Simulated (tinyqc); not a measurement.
CIS and TDHF on RHF in the sto-3g basis, for H2O, spin multiplicity 1, step by step (part 1 of 2). Computed by tinyqc, a small Python program that keeps every step (integrals from PySCF). Settings: charge = 0, multiplicity = 1, basis = sto-3g, method = RHF, energy threshold = 1e-10, iteration cap = 50, orthogonalisation = symmetric, start = atomic densities, DIIS depth = 6, TDHF = 1. Command: `OMP_NUM_THREADS=1 python tinyqc.py 20921 20922 out.jsonl` (the two numbers bound the seeds that draw the settings). One thread of a shared host (Intel(R) Xeon(R) Processor @ 2.60GHz), about 0.1 s of CPU time with the checks. The early iterations of the SCF are left out here.

## One-electron integrals

Geometry (angstrom):
```
atom        x         y        z
O     0.00000   0.00000  0.00000
H     0.00000   0.75400  0.60100
H     0.00000  -0.81700  0.65200
```

Basis sto-3g: exponents (1/bohr^2) and contraction coefficients of normalised primitives:
```
element  l (shell)   exponent  coefficient
O            s (1)  130.70932      0.15433
O            s (1)   23.80886      0.53533
O            s (1)    6.44361      0.44463
O            s (2)    5.03315     -0.09997
O            s (2)    1.16960      0.39951
O            s (2)    0.38039      0.70012
O            p (3)    5.03315      0.15592
O            p (3)    1.16960      0.60768
O            p (3)    0.38039      0.39196
H            s (1)    3.42525      0.15433
H            s (1)    0.62391      0.53533
H            s (1)    0.16886      0.44463
```

Overlap, kinetic and nuclear-attraction integrals over the contracted functions; the nuclear repulsion is the sum of Za Zb / Rab.

nuclear repulsion = 8.7772456 hartree

overlap S:
```
          1O 1s    1O 2s   1O 2px    1O 2py   1O 2pz    2H 1s     3H 1s
1O 1s   1.00000  0.23670  0.00000   0.00000  0.00000  0.05309   0.04376
1O 2s   0.23670  1.00000  0.00000   0.00000  0.00000  0.47021   0.41887
1O 2px  0.00000  0.00000  1.00000   0.00000  0.00000  0.00000   0.00000
1O 2py  0.00000  0.00000  0.00000   1.00000  0.00000  0.30576  -0.28251
1O 2pz  0.00000  0.00000  0.00000   0.00000  1.00000  0.24371   0.22545
2H 1s   0.05309  0.47021  0.00000   0.30576  0.24371  1.00000   0.23145
3H 1s   0.04376  0.41887  0.00000  -0.28251  0.22545  0.23145   1.00000
```

kinetic energy T (hartree):
```
           1O 1s     1O 2s   1O 2px    1O 2py   1O 2pz     2H 1s     3H 1s
1O 1s   29.00320  -0.16801  0.00000   0.00000  0.00000  -0.00299  -0.00706
1O 2s   -0.16801   0.80813  0.00000   0.00000  0.00000   0.12526   0.09038
1O 2px   0.00000   0.00000  2.52873   0.00000  0.00000   0.00000   0.00000
1O 2py   0.00000   0.00000  0.00000   2.52873  0.00000   0.21809  -0.17281
1O 2pz   0.00000   0.00000  0.00000   0.00000  2.52873   0.17384   0.13791
2H 1s   -0.00299   0.12526  0.00000   0.21809  0.17384   0.76003   0.00422
3H 1s   -0.00706   0.09038  0.00000  -0.17281  0.13791   0.00422   0.76003
```

nuclear attraction V (hartree):
```
            1O 1s      1O 2s    1O 2px     1O 2py     1O 2pz     2H 1s     3H 1s
1O 1s   -61.67353   -7.43282   0.00000   -0.00179   -0.01766  -1.71511  -1.40964
1O 2s    -7.43282  -10.09624   0.00000   -0.01816   -0.21054  -3.81043  -3.30926
1O 2px    0.00000    0.00000  -9.94801    0.00000    0.00000   0.00000   0.00000
1O 2py   -0.00179   -0.01816   0.00000  -10.08546   -0.01025  -2.20688   1.96748
1O 2pz   -0.01766   -0.21054   0.00000   -0.01025  -10.03543  -1.82572  -1.63439
2H 1s    -1.71511   -3.81043   0.00000   -2.20688   -1.82572  -5.79751  -1.43799
3H 1s    -1.40964   -3.30926   0.00000    1.96748   -1.63439  -1.43799  -5.50817
```

core Hamiltonian H = T + V (hartree):
```
            1O 1s     1O 2s    1O 2px    1O 2py    1O 2pz     2H 1s     3H 1s
1O 1s   -32.67033  -7.60083   0.00000  -0.00179  -0.01766  -1.71810  -1.41670
1O 2s    -7.60083  -9.28812   0.00000  -0.01816  -0.21054  -3.68517  -3.21888
1O 2px    0.00000   0.00000  -7.41928   0.00000   0.00000   0.00000   0.00000
1O 2py   -0.00179  -0.01816   0.00000  -7.55673  -0.01025  -1.98878   1.79467
1O 2pz   -0.01766  -0.21054   0.00000  -0.01025  -7.50670  -1.65188  -1.49649
2H 1s    -1.71810  -3.68517   0.00000  -1.98878  -1.65188  -5.03748  -1.43377
3H 1s    -1.41670  -3.21888   0.00000   1.79467  -1.49649  -1.43377  -4.74814
```

## Two-electron integrals

Functions are numbered as in S; the eight-fold symmetry (ij|kl) = (ji|kl) = (kl|ij) leaves the list below.

Two-electron integrals (ij|kl) in chemists' order, unique and non-zero (hartree):
```
(11|11) 4.78507    (21|11) 0.74138    (21|21) 0.13687    (22|11) 1.11895
(22|21) 0.25663    (22|22) 0.81721    (31|31) 0.02448    (32|31) 0.03781
(32|32) 0.18052    (33|11) 1.11581    (33|21) 0.25668    (33|22) 0.81702
(33|33) 0.88016    (41|41) 0.02448    (42|41) 0.03781    (42|42) 0.18052
(43|43) 0.04744    (44|11) 1.11581    (44|21) 0.25668    (44|22) 0.81702
(44|33) 0.78527    (44|44) 0.88016    (51|51) 0.02448    (52|51) 0.03781
(52|52) 0.18052    (53|53) 0.04744    (54|54) 0.04744    (55|11) 1.11581
(55|21) 0.25668    (55|22) 0.81702    (55|33) 0.78527    (55|44) 0.78527
(55|55) 0.88016    (61|11) 0.16892    (61|21) 0.03091    (61|22) 0.05754
(61|33) 0.05743    (61|41) 0.00111    (61|42) 0.00208    (61|44) 0.05764
(61|51) 0.00089    (61|52) 0.00166    (61|54) 0.00016    (61|55) 0.05756
(61|61) 0.00707    (62|11) 0.39879    (62|21) 0.09255    (62|22) 0.32489
(62|33) 0.31948    (62|41) 0.00542    (62|42) 0.04085    (62|44) 0.32922
(62|51) 0.00432    (62|52) 0.03256    (62|54) 0.00777    (62|55) 0.32567
(62|61) 0.02129    (62|62) 0.15808    (63|31) 0.00983    (63|32) 0.05669
(63|43) 0.00855    (63|53) 0.00682    (63|63) 0.02290    (64|11) 0.22046
(64|21) 0.05184    (64|22) 0.19437    (64|33) 0.18549    (64|41) 0.01250
(64|42) 0.07994    (64|44) 0.20829    (64|51) 0.00213    (64|52) 0.01853
(64|54) 0.01136    (64|55) 0.18911    (64|61) 0.01247    (64|62) 0.11487
(64|64) 0.10544    (65|11) 0.17573    (65|21) 0.04132    (65|22) 0.15493
(65|33) 0.14785    (65|41) 0.00213    (65|42) 0.01853    (65|44) 0.15239
(65|51) 0.01153    (65|52) 0.07146    (65|54) 0.01217    (65|55) 0.16437
(65|61) 0.00994    (65|62) 0.09156    (65|64) 0.06579    (65|65) 0.07534
(66|11) 0.52868    (66|21) 0.12470    (66|22) 0.50076    (66|33) 0.48038
(66|41) 0.00971    (66|42) 0.09993    (66|44) 0.51739    (66|51) 0.00774
(66|52) 0.07966    (66|54) 0.02951    (66|55) 0.50389    (66|61) 0.02896
(66|62) 0.30258    (66|64) 0.25117    (66|65) 0.20020    (66|66) 0.77461
(71|11) 0.13893    (71|21) 0.02544    (71|22) 0.04742    (71|33) 0.04733
(71|41) -0.00092   (71|42) -0.00172   (71|44) 0.04750    (71|51) 0.00073
(71|52) 0.00137    (71|54) -0.00014   (71|55) 0.04744    (71|61) 0.00573
(71|62) 0.01700    (71|64) 0.00907    (71|65) 0.00795    (71|66) 0.02286
(71|71) 0.00479    (72|11) 0.34582    (72|21) 0.08034    (72|22) 0.28421
(72|33) 0.27931    (72|41) -0.00472   (72|42) -0.03642   (72|44) 0.28811
(72|51) 0.00377    (72|52) 0.02906    (72|54) -0.00702   (72|55) 0.28492
(72|61) 0.01791    (72|62) 0.11366    (72|64) 0.05648    (72|65) 0.06436
(72|66) 0.18097    (72|71) 0.01524    (72|72) 0.12347    (73|31) 0.00831
(73|32) 0.04873    (73|43) -0.00752   (73|53) 0.00600    (73|63) 0.01571
(73|73) 0.01738    (74|11) -0.19728   (74|21) -0.04642   (74|22) -0.17530
(74|33) -0.16739   (74|41) 0.01070    (74|42) 0.06994    (74|44) -0.18762
(74|51) -0.00190   (74|52) -0.01692   (74|54) 0.01014    (74|55) -0.17069
(74|61) -0.00989   (74|62) -0.05905   (74|64) -0.01410   (74|65) -0.03264
(74|66) -0.08324   (74|71) -0.00918   (74|72) -0.09252   (74|74) 0.08590
(75|11) 0.15743    (75|21) 0.03704    (75|22) 0.13990    (75|33) 0.13358
(75|41) -0.00190   (75|42) -0.01692   (75|44) 0.13773    (75|51) 0.00983
(75|52) 0.06224    (75|54) -0.01083   (75|55) 0.14822    (75|61) 0.00862
(75|62) 0.06578    (75|64) 0.03200    (75|65) 0.05239    (75|66) 0.11484
(75|71) 0.00733    (75|72) 0.07383    (75|74) -0.05468   (75|75) 0.06102
(76|11) 0.14260    (76|21) 0.03342    (76|22) 0.12779    (76|33) 0.12477
(76|41) -0.00005   (76|42) -0.00061   (76|44) 0.12724    (76|51) 0.00245
(76|52) 0.02222    (76|54) -0.00017   (76|55) 0.13121    (76|61) 0.00761
(76|62) 0.06165    (76|64) 0.03830    (76|65) 0.04026    (76|66) 0.12161
(76|71) 0.00628    (76|72) 0.05528    (76|74) -0.03608   (76|75) 0.03705
(76|76) 0.02993    (77|11) 0.49275    (77|21) 0.11634    (77|22) 0.47263
(77|33) 0.45368    (77|41) -0.00868   (77|42) -0.09289   (77|44) 0.48805
(77|51) 0.00693    (77|52) 0.07413    (77|54) -0.02743   (77|55) 0.47557
(77|61) 0.02589    (77|62) 0.19552    (77|64) 0.08610    (77|65) 0.12119
(77|66) 0.33144    (77|71) 0.02224    (77|72) 0.26112    (77|74) -0.22330
(77|75) 0.17820    (77|76) 0.12161    (77|77) 0.77461
```

## Orthogonalisation

S = U s U^T; symmetric (Loewdin) form X = U s^(-1/2) U^T, so that X^T S X = 1.

eigenvalues of S: 0.36362  0.46136  0.88447  1.00000  1.09707  1.31499  1.87848

X:
```
           1O 1s     1O 2s   1O 2px    1O 2py    1O 2pz     2H 1s     3H 1s
1O 1s    1.02401  -0.14111  0.00000  -0.00122  -0.00946   0.02212   0.01990
1O 2s   -0.14111   1.21463  0.00000   0.01845   0.09935  -0.29761  -0.24187
1O 2px   0.00000   0.00000  1.00000   0.00000   0.00000   0.00000   0.00000
1O 2py  -0.00122   0.01845  0.00000   1.09744   0.00813  -0.22330   0.19725
1O 2pz  -0.00946   0.09935  0.00000   0.00813   1.05124  -0.15113  -0.12834
2H 1s    0.02212  -0.29761  0.00000  -0.22330  -0.15113   1.20532  -0.08232
3H 1s    0.01990  -0.24187  0.00000   0.19725  -0.12834  -0.08232   1.15764
```

## Iteration 8 (converged): orbitals

converged F (hartree):
```
            1O 1s     1O 2s    1O 2px    1O 2py    1O 2pz     2H 1s     3H 1s
1O 1s   -20.24158  -5.16339   0.00000  -0.00175  -0.02819  -1.17596  -0.97112
1O 2s    -5.16339  -2.43387   0.00000  -0.02014  -0.10967  -1.01047  -0.88387
1O 2px    0.00000   0.00000  -0.39030   0.00000   0.00000   0.00000   0.00000
1O 2py   -0.00175  -0.02014   0.00000  -0.28707  -0.02098  -0.39432   0.36726
1O 2pz   -0.02819  -0.10967   0.00000  -0.02098  -0.32604  -0.36927  -0.34721
2H 1s    -1.17596  -1.01047   0.00000  -0.39432  -0.36927  -0.57133  -0.34551
3H 1s    -0.97112  -0.88387   0.00000   0.36726  -0.34721  -0.34551  -0.47328
```

Diagonalise F' = X^T F X, C = X C', fill 5 alpha and 5 beta electrons from the bottom; D = 2 C_occ C_occ^T. Each column has its largest component positive (the first on a tie).

F' = X^T F X (hartree):
```
           1         2         3         4         5         6         7
1  -19.86353  -2.69211   0.00000  -0.00139  -0.05582  -0.18230  -0.12492
2   -2.69211  -1.25746   0.00000   0.01139   0.11356  -0.51879  -0.43859
3    0.00000   0.00000  -0.39030   0.00000   0.00000   0.00000   0.00000
4   -0.00139   0.01139   0.00000  -0.00985  -0.00454  -0.46497   0.43308
5   -0.05582   0.11356   0.00000  -0.00454  -0.17506  -0.34199  -0.31153
6   -0.18230  -0.51879   0.00000  -0.46497  -0.34199   0.01644  -0.09504
7   -0.12492  -0.43859   0.00000   0.43308  -0.31153  -0.09504  -0.00346
```

orbital energies (hartree): MO1 -20.25021, MO2 -1.24908, MO3 -0.59103, MO4 -0.45076, MO5 -0.39030, MO6 0.55133, MO7 0.69684

coefficients C:
```
             MO1       MO2       MO3       MO4      MO5       MO6       MO7
1O 1s    0.99424  -0.23449   0.01413   0.10076  0.00000   0.11779   0.04200
1O 2s    0.02565   0.84932  -0.07620  -0.52111  0.00000  -0.75125  -0.29795
1O 2px   0.00000   0.00000   0.00000   0.00000  1.00000   0.00000   0.00000
1O 2py   0.00051   0.01998   0.60724  -0.03441  0.00000   0.26783  -0.92276
1O 2pz   0.00397   0.11603   0.04789   0.76035  0.00000  -0.71214  -0.23108
2H 1s   -0.00597   0.16942   0.45348   0.26501  0.00000   0.51701   1.02442
3H 1s   -0.00498   0.13960  -0.44040   0.33030  0.00000   0.92867  -0.52554
```

D after iteration 8:
```
           1O 1s     1O 2s   1O 2px    1O 2py    1O 2pz     2H 1s     3H 1s
1O 1s    2.10770  -0.45447  0.00000   0.00187   0.10806  -0.02510  -0.02126
1O 2s   -0.45447   1.99874  0.00000  -0.02271  -0.60246  -0.05782  -0.04025
1O 2px   0.00000   0.00000  2.00000   0.00000   0.00000   0.00000   0.00000
1O 2py   0.00187  -0.02271  0.00000   0.74064   0.01047   0.53926  -0.55202
1O 2pz   0.10806  -0.60246  0.00000   0.01047   1.18781   0.48570   0.49246
2H 1s   -0.02510  -0.05782  0.00000   0.53926   0.48570   0.60923  -0.17700
3H 1s   -0.02126  -0.04025  0.00000  -0.55202   0.49246  -0.17700   0.64514
```

## Convergence

Stop when the energy changes by less than 1e-10 hartree and every element of the error matrix X^T (F D S - S D F) X is below 3e-06.

Course of the cycle:
```
iteration  E (hartree)     change  largest element of the error matrix
1          -75.3885956          -                             1.30e+00
2          -74.9224487   4.66e-01                             1.96e-01
3          -74.9606503  -3.82e-02                             2.40e-02
4          -74.9611960  -5.46e-04                             4.83e-03
5          -74.9612226  -2.66e-05                             9.42e-05
6          -74.9612226  -2.71e-08                             3.36e-05
7          -74.9612226  -4.25e-09                             9.03e-07
8          -74.9612226  -2.13e-12                             9.24e-08
```

PySCF RHF in the same basis = -74.9612226 hartree

Converged in 8 iterations.

## Integrals over molecular orbitals

(pq|rs) = sum C_ip C_jq C_kr C_ls (ij|kl), one index at a time.

one-electron integrals over orbitals h = C^T H C (hartree):
```
           1         2         3         4         5         6         7
1  -32.65304   0.56025  -0.03327  -0.22833   0.00000  -0.27067  -0.09623
2    0.56025  -7.63051   0.02949   0.46714   0.00000   1.24799   0.46588
3   -0.03327   0.02949  -6.25891  -0.11657   0.00000  -0.51244   1.63859
4   -0.22833   0.46714  -0.11657  -6.84534   0.00000   1.15502   0.20589
5    0.00000   0.00000   0.00000   0.00000  -7.41928   0.00000   0.00000
6   -0.27067   1.24799  -0.51244   1.15502   0.00000  -5.35596   0.06332
7   -0.09623   0.46588   1.63859   0.20589   0.00000   0.06332  -5.54875
```

Two-electron integrals over orbitals (pq|rs), unique and non-zero (hartree):
```
(11|11) 4.74528     (21|11) -0.41976    (21|21) 0.05893     (22|11) 1.00801
(22|21) -0.01357    (22|22) 0.72658     (31|11) 0.02544     (31|21) -0.00299
(31|22) 0.00277     (31|31) 0.01114     (32|11) -0.01176    (32|21) 0.00152
(32|22) 0.01062     (32|31) 0.01741     (32|32) 0.13969     (33|11) 0.79102
(33|21) -0.00465    (33|22) 0.63632     (33|31) -0.00092    (33|32) -0.00467
(33|33) 0.62175     (41|11) 0.17914     (41|21) -0.02245    (41|22) 0.01490
(41|31) 0.00197     (41|32) 0.00020     (41|33) 0.00614     (41|41) 0.02657
(42|11) -0.13616    (42|21) 0.00887     (42|22) -0.00510    (42|31) 1.55e-05
(42|32) 0.00223     (42|33) 0.00510     (42|41) 0.01850     (42|42) 0.12577
(43|11) 0.02721     (43|21) -0.00106    (43|22) 0.01008     (43|31) -0.00323
(43|32) 0.02180     (43|33) 0.00572     (43|41) -0.00147    (43|42) -0.01227
(43|43) 0.05114     (44|11) 0.97573     (44|21) -0.01273    (44|22) 0.66939
(44|31) -3.62e-05   (44|32) -0.01102    (44|33) 0.58897     (44|41) -0.01034
(44|42) -0.10055    (44|43) 0.01352     (44|44) 0.75302     (51|51) 0.02602
(52|51) 0.03265     (52|52) 0.14592     (53|51) -0.00191    (53|52) -0.00654
(53|53) 0.02853     (54|51) -0.01305    (54|52) -0.04633    (54|53) 0.00383
(54|54) 0.05346     (55|11) 1.11534     (55|21) -0.01181    (55|22) 0.74886
(55|31) 0.00071     (55|32) -0.00583    (55|33) 0.62200     (55|41) 0.00501
(55|42) -0.07317    (55|43) 0.01539     (55|44) 0.71517     (55|55) 0.88016
(61|11) 0.21135     (61|21) -0.03179    (61|22) 0.00130     (61|31) 0.00521
(61|32) 0.00504     (61|33) -0.00083    (61|41) -0.00095    (61|42) -0.01999
(61|43) 0.00061     (61|44) 0.01738     (61|55) 0.00560     (61|61) 0.02826
(62|11) -0.27673    (62|21) 0.00608     (62|22) -0.13096    (62|31) 0.00288
(62|32) 0.01658     (62|33) -0.07132    (62|41) -0.01800    (62|42) -0.02530
(62|43) -0.00963    (62|44) -0.07238    (62|55) -0.14398    (62|61) 0.00920
(62|62) 0.09494     (63|11) 0.10607     (63|21) -0.00220    (63|22) 0.04822
(63|31) -0.00309    (63|32) 0.03308     (63|33) 0.02968     (63|41) 0.00059
(63|42) -0.02086    (63|43) 0.03283     (63|44) 0.03789     (63|55) 0.05848
(63|61) 0.00028     (63|62) -0.02820    (63|63) 0.07752     (64|11) -0.23503
(64|21) 0.00269     (64|22) -0.10593    (64|31) -0.00266    (64|32) -0.02073
(64|33) -0.04488    (64|41) -0.00139    (64|42) 0.04011     (64|43) -0.01214
(64|44) -0.12394    (64|55) -0.12711    (64|61) -0.00212    (64|62) 0.05443
(64|63) -0.04151    (64|64) 0.08401     (65|51) -0.01400    (65|52) -0.05319
(65|53) 0.00892     (65|54) -0.00140    (65|65) 0.03584     (66|11) 0.79946
(66|21) -0.00735    (66|22) 0.60383     (66|31) -0.00328    (66|32) -0.04795
(66|33) 0.56769     (66|41) 0.01878     (66|42) 0.05066     (66|43) -0.02930
(66|44) 0.55574     (66|55) 0.58720     (66|61) -0.00914    (66|62) -0.08927
(66|63) -0.01815    (66|64) -0.03363    (66|66) 0.62193     (71|11) 0.07583
(71|21) -0.01188    (71|22) -0.00102    (71|31) -0.01393    (71|32) -0.02195
(71|33) 0.00195     (71|41) 0.00112     (71|42) -0.00493    (71|43) 0.00487
(71|44) 0.00516     (71|55) 0.00194     (71|61) 0.00338     (71|62) -0.00320
(71|63) 0.00417     (71|64) 0.00285     (71|66) 0.00399     (71|71) 0.02195
(72|11) -0.10562    (72|21) 0.00202     (72|22) -0.04928    (72|31) -0.01390
(72|32) -0.04090    (72|33) -0.01849    (72|41) -0.00468    (72|42) 0.00081
(72|43) 0.03124     (72|44) -0.03412    (72|55) -0.05364    (72|61) -0.00333
(72|62) 0.01291     (72|63) 0.02415     (72|64) 0.02337     (72|66) -0.03384
(72|71) 0.01729     (72|72) 0.06891     (73|11) -0.34700    (73|21) 0.00697
(73|22) -0.13619    (73|31) -0.00012    (73|32) 0.02266     (73|33) -0.08614
(73|41) 0.00076     (73|42) 0.07402     (73|43) -0.00230    (73|44) -0.14741
(73|55) -0.18368    (73|61) -0.00604    (73|62) 0.06431     (73|63) -0.02234
(73|64) 0.07583     (73|66) -0.05250    (73|71) -0.00217    (73|72) 0.03362
(73|73) 0.14787     (74|11) -0.04247    (74|21) 0.00056     (74|22) -0.01328
(74|31) 0.00882     (74|32) 0.07257     (74|33) -0.01217    (74|41) -0.00127
(74|42) 0.00126     (74|43) 0.00063     (74|44) -0.02493    (74|55) -0.02171
(74|61) 0.00385     (74|62) 0.01933     (74|63) 0.03691     (74|64) -0.00648
(74|66) -0.04037    (74|71) -0.01145    (74|72) -0.01069    (74|73) 0.03019
(74|74) 0.06563     (75|51) -0.00499    (75|52) -0.01919    (75|53) -0.02191
(75|54) 0.00207     (75|65) 0.00395     (75|75) 0.02587     (76|11) -0.00951
(76|21) 0.00061     (76|22) 0.00648     (76|31) 0.00727     (76|32) 0.07834
(76|33) -0.00935    (76|41) 0.00446     (76|42) 0.01696     (76|43) 0.04256
(76|44) -0.01803    (76|55) -0.00554    (76|61) -0.00097    (76|62) -0.00850
(76|63) 0.04662     (76|64) -0.01936    (76|66) -0.04352    (76|71) -0.00987
(76|72) 0.00622     (76|73) 0.03025     (76|74) 0.04388     (76|76) 0.08455
(77|11) 0.85607     (77|21) -0.00891    (77|22) 0.62398     (77|31) 0.00607
(77|32) 0.05579     (77|33) 0.59895     (77|41) 0.00538     (77|42) -0.01097
(77|43) 0.03217     (77|44) 0.59047     (77|55) 0.61844     (77|61) 0.00521
(77|62) -0.06423    (77|63) 0.06151     (77|64) -0.05808    (77|66) 0.53244
(77|71) -0.00562    (77|72) -0.02038    (77|73) -0.07233    (77|74) 0.02545
(77|76) 0.04315     (77|77) 0.64201
```

## CIS matrix, singlets

A(ia,jb) = (e_a - e_i) d_ij d_ab + 2 (ia|jb) - (ij|ab).

CIS matrix A, singlet (hartree):
```
          1>6       1>7       2>6       2>7       3>6       3>7       4>6       4>7
1>6  20.05859   0.01626   0.02574  -0.00726   0.00384  -0.01935  -0.02301   0.00325
1>7   0.01626  20.13489  -0.00701   0.04349   0.00106  -0.01041   0.00124  -0.02827
2>6   0.02574  -0.00701   1.38647   0.01934  -0.00844   0.05027   0.05820   0.02171
2>7  -0.00726   0.04349   0.01934   1.45976  -0.03004   0.01145   0.02978  -0.01041
3>6   0.00384   0.00106  -0.00844  -0.03004   0.72972  -0.03534  -0.05373   0.03127
3>7  -0.01935  -0.01041   0.05027   0.01145  -0.03534   0.98465   0.10911   0.02822
4>6  -0.02301   0.00124   0.05820   0.02978  -0.05373   0.10911   0.61437   0.00507
4>7   0.00325  -0.02827   0.02171  -0.01041   0.03127   0.02822   0.00507   0.68839
5>6   0.00000   0.00000   0.00000   0.00000   0.00000   0.00000   0.00000   0.00000
5>7   0.00000   0.00000   0.00000   0.00000   0.00000   0.00000   0.00000   0.00000

         5>6      5>7
1>6  0.00000  0.00000
1>7  0.00000  0.00000
2>6  0.00000  0.00000
2>7  0.00000  0.00000
3>6  0.00000  0.00000
3>7  0.00000  0.00000
4>6  0.00000  0.00000
4>7  0.00000  0.00000
5>6  0.42610  0.01344
5>7  0.01344  0.52044
```
